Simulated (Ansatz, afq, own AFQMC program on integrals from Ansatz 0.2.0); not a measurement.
# BH3O, singlet → BH3O, triplet

```yaml
atoms:
  - { symbol: B, position_ang: [0.0000, 0.0591, 0.7405] }
  - { symbol: O, position_ang: [0.0000, -0.0998, -0.5978] }
  - { symbol: H, position_ang: [0.0000, 1.1582, 1.2267] }
  - { symbol: H, position_ang: [0.0000, -0.9374, 1.4021] }
  - { symbol: H, position_ang: [0.0000, 0.7297, -1.0823] }
```

Connectivity, by distances: BH2–OH.

E(triplet, charge +0) − E(singlet, charge +0) at this geometry, on RHF and UHF determinants.

Basis cc-pVDZ. Noble-gas cores (and the filled d shells of Ga–Kr and In–Xe) are frozen. Ansatz 0.2.0 and our own AFQMC program on the same integrals; the CISD trial comes from CCSD amplitudes, and released means the phaseless constraint is let go. Uncertainties: one standard error, sampling alone. The errors of all members are added in quadrature.

No full CI on the walks' own integrals is used here; CCSDT(Q) serves as the reference and is uncertain by about the last step of the cluster series. Each member takes its own surest rung, up to full CI.

Errors are counted within cc-pVDZ, not against nature.

Cautions: BH₃O (triplet): another spin lies lower; the upper state may be diffuse, so the gap hangs on the basis.

```
level  vertical spin gap (kJ/mol)
 CCSD                       632.6
  MP2                       634.7
```

(1) From these cheaper values, estimate the vertical spin gap at the reference level in cc-pVDZ.

(1) 627.5 kJ/mol (CCSDT(Q) in cc-pVDZ).

```json
{"level": "HF", "vertical spin gap (kJ/mol)": "631.8", "error against CCSDT(Q) (kJ/mol)": "4.3"}
{"level": "CCSD(T)", "vertical spin gap (kJ/mol)": "628.7", "error against CCSDT(Q) (kJ/mol)": "1.1"}
{"level": "CCSDT", "vertical spin gap (kJ/mol)": "627.9", "error against CCSDT(Q) (kJ/mol)": "0.4"}
{"level": "ph-AFQMC/HF", "vertical spin gap (kJ/mol)": "642.5 ± 10.9", "error against CCSDT(Q) (kJ/mol)": "15.0 ± 10.9"}
{"level": "ph-AFQMC/CISD", "vertical spin gap (kJ/mol)": "629.0 ± 2.5", "error against CCSDT(Q) (kJ/mol)": "1.5 ± 2.5"}
{"level": "released AFQMC", "vertical spin gap (kJ/mol)": "623.2 ± 4.2", "error against CCSDT(Q) (kJ/mol)": "-4.3 ± 4.2"}
```

Correlation beyond CCSD(T) takes off 1.1 kJ/mol. The perturbative (T) step is worth −3.9 kJ/mol.

A walk keeps the symmetry of its determinant, which the program's search chose and which needn't be the lowest solution, so a lower state of the same spin and another symmetry isn't excluded. Released energies are given only where the last usable release times agree within the noise; a slower fall can still hide under it.
